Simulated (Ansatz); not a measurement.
**OF (Oxygen monofluoride) at UCCSD(T)/STO-3G**

Aim: the energy change on altering one bond length of OF (Oxygen monofluoride) at UCCSD(T)/STO-3G, from 2 runs. 

The calculation is run with Ansatz 0.2.0.

48 further runs of the same task are left out: 7 that didn't finish, 41 set aside as unsound or not needed.

## 1. The system as given

The species is OF (2 atoms), meant as a doublet with charge 0. As SMILES, `[O]F`. The shape is that of a PBE0-D4/def2-TZVP optimisation.

Bond lengths: O1–F2 1.330 Å.

## 2. A single-point energy at UCCSD(T)/STO-3G

File molecule.yaml:

```yaml
crystal:
  periodic: [false, false, false]
  atoms:
    - {symbol: O, position_ang: [0.000000, 0.000000, -0.015950]}
    - {symbol: F, position_ang: [-0.000000, -0.000000, 1.314400]}
basis:
  gaussian:
    orbitals: STO-3G
magnetization:
  spin_polarized: true
  initial_magnetization: 1
correlation:
  method: ccsd_t
  frozen_orbitals: {F: 1, O: 1}
accuracy: high
scf:
  omitted_lower_state_checks: [cluster_reference, increment]
```

Run with:

```bash
$ ansatz run molecule.yaml --threads 1 --pin off --max-ram 3480MiB --events-out events.jsonl --progress --plain --runs-dir runs
```

Standard output, cut to the lines that bear on the results:

```text
Warning: RAYON_NUM_THREADS=1 ignored (pool sized by the plan → 1); use --threads N
Functional definition: HF
  name "HF"
[...]
149 factors; integrals over basis functions are off by at most 3.2e-8 eV
[...]
mean field -4674.98468725 eV, -171.8025184379 hartree, gradient 3.2e-8 eV, S^2 0.764357; 2 other end points of the search recorded, 0 dependent functions left out
2 core orbitals not correlated: weight in the atoms' cores, before any rotation towards them, 1.000 or more for the frozen orbitals, at most 0.000 for the correlated occupied ones
reference -4674.98468725 eV, -171.8025184379 hartree; 7, 6 occupied and 1, 2 virtual orbitals, 149 factors
second order -1.10879528 eV of doubles, -0.00000000 eV of singles
cycle   1  -1.40262456 eV  change   -2.9e-1 eV  update   5.9e-2
[...]
cycle  22  -1.68774758 eV  change  -3.7e-10 eV  update  1.3e-10
perturbative correction -0.02910138 eV, -0.0010694559 hartree
Total energy: -4676.70153620 eV, -171.8656114732 hartree
Checks for a lower state left out: cluster_reference, increment
```

It took 0.1 s on 1 thread of Intel Xeon 6975P-C (Granite Rapids), shared host.

## 3. The distorted shape, same level

File input.yaml:

```yaml
crystal:
  periodic: [false, false, false]
  atoms:
    - symbol: O
      position_ang: [0.000000, 0.000000, -0.348500]
    - symbol: F
      position_ang: [-0.000000, -0.000000, 1.314400]
basis:
  gaussian: {orbitals: STO-3G}
magnetization: {spin_polarized: true, initial_magnetization: 1}
correlation: {method: ccsd_t, frozen_orbitals: {F: 1, O: 1}}
accuracy: high
scf: {omitted_lower_state_checks: [cluster_reference, increment]}
```

Run with:

```bash
$ ansatz run input.yaml --threads 1 --pin off --max-ram 3480MiB --events-out events.jsonl --progress --plain --runs-dir runs
```

Standard output, cut to the lines that bear on the results:

```text
Warning: RAYON_NUM_THREADS=1 ignored (pool sized by the plan → 1); use --threads N
[... 2 set-up lines as earlier in the session ...]
[...]
149 factors; integrals over basis functions are off by at most 4.3e-8 eV
[...]
mean field -4674.63912051 eV, -171.7898190944 hartree, gradient 3.2e-8 eV, S^2 1.486134; 15 other end points of the search recorded, 0 dependent functions left out
2 core orbitals not correlated: weight in the atoms' cores, before any rotation towards them, 1.000 or more for the frozen orbitals, at most 0.000 for the correlated occupied ones
reference -4674.63912051 eV, -171.7898190944 hartree; 7, 6 occupied and 1, 2 virtual orbitals, 149 factors
second order -0.14227566 eV of doubles, -0.00000000 eV of singles
cycle   1  -0.22214908 eV  change   -8.0e-2 eV  update   3.8e-2
[...]
cycle  39  -1.20205715 eV  change  -4.3e-10 eV  update  8.2e-10
perturbative correction -0.00434047 eV, -0.0001595094 hartree
Total energy: -4675.84551813 eV, -171.8341533894 hartree
Checks for a lower state left out: cluster_reference, increment
```

Run time: 0.18 s. Hardware: 1 thread of Intel Xeon 6975P-C (Granite Rapids), shared host.

## 4. Results

Level: UCCSD(T)/STO-3G, 2 core orbitals frozen.

| quantity | value |
| --- | --- |
| first shape: total energy | -171.86561 Eh |
| first shape: correlation energy (2 core orbitals frozen) | -63.1 mEh |
| first shape: (T) correction | -1.07 mEh |
| first shape: ⟨S²⟩ of the reference determinant | 0.764 |
| first shape: T1 diagnostic | 0.026 |
| distorted shape: total energy | -171.83415 Eh |
| distorted shape: correlation energy (2 core orbitals frozen) | -44.3 mEh |
| distorted shape: (T) correction | -0.16 mEh |
| distorted shape: ⟨S²⟩ of the reference determinant | 1.486 |
| distorted shape: T1 diagnostic | 0.070 |
| energy change with the O1–F2 bond stretched from 1.330 to 1.663 Å | 0.856 eV |

With the O1–F2 bond stretched from 1.330 to 1.663 Å the energy rises by 0.86 eV (82.6 kJ/mol). The first shape isn't relaxed at this level, so the change isn't measured from a minimum. The minimal basis adds a large error of its own. The triples (first shape) make up 1.7 % of the correlation energy. ⟨S²⟩ (distorted shape) is 1.49 where a pure doublet has 0.75: the reference is spin-contaminated. The T1 diagnostic (distorted shape) of 0.070 is above the customary mark for such species, so a single reference may not serve. The triples (distorted shape) make up 0.4 % of the correlation energy.
